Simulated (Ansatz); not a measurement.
Basis-set extrapolation for C$_{3}$H$_{5}$NO$_{2}$, SMILES `C/C=N/C(=O)O` (PBE0-D4/def2-TZVP geometry, frozen core, the Gaussian-basis code of Ansatz). Multiplicity 1, RHF reference.

|  | def2-TZVPP | def2-QZVPP |
| --- | --- | --- |
| HF | -320.833716 | -320.848103 |
| MP2 correlation | -1.142019 | -1.224924 |
| CCSD(T) correlation | -1.215154 | not run |

Energies in hartree. Use E(X) = E(∞) + A·exp(−7.88·√X) for Hartree–Fock and E(X) = E(∞) + B·X^(−2.97) for correlation, with X = 3 and 4, and add CCSD(T) minus MP2 of the smaller set to the MP2 limit.

What is the CCSD(T) energy at the basis-set limit?

HF limit: -320.848103 + (-0.014387) × 0.13774 = -320.85008. MP2 limit: -1.224924 + (-0.082905) × 0.74074 = -1.28634. Higher-order term: -1.215154 − (-1.142019) = -0.07314. Total: -322.20956 hartree, 4.37 eV below CCSD(T)/def2-TZVPP.
